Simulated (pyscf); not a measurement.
Structures and frequencies: ωB97X-D3(BJ)/def2-SVP in PySCF. Correlated levels are frozen-core, on RHF or UHF. ΔMP2 is the change of the MP2 total energy from the triple- to the quadruple-zeta basis.

### Question
For F–SiH₃ + H₂O → HO–SiH₃ + HF, a four-centre exchange (singlet surface; F–Si, H–O broken, O–Si, F–H formed), PBE/def2-TZVP gives ΔE‡ = 21.6 kcal/mol and ΔE = +10.5 kcal/mol (zero: the separated reactants). In which direction and how far do r²SCAN/def2-TZVP, ωB97M-D3(BJ)/def2-TZVP, CCSD(T)/def2-TZVPP + ΔMP2(QZVPP) move these?

### Answer
r²SCAN: ΔE‡ = 23.1 kcal/mol, ΔE = +10.7 kcal/mol; ωB97M-D3(BJ): ΔE‡ = 25.3 kcal/mol, ΔE = +10.5 kcal/mol; CCSD(T): ΔE‡ = 28.7 kcal/mol, ΔE = +10.3 kcal/mol. PBE's barrier lies under all of them, by 1.6 to 7.1 kcal/mol. Its reaction energy matches one of them and lies within 0.0 kcal/mol of the others. On the product side the descent ends in a complex, 7.6 kcal/mol under the separated species and 22.9 kcal/mol under the saddle at ωB97X-D3(BJ)/def2-TZVP. At ωB97X-D3(BJ) the barrier from the zero used here is 25.5 kcal/mol. This is the saddle that the search found; another between the same sides may lie lower. The CCSD(T) − MP2 part came from Ansatz, without density fitting, on the same reference.
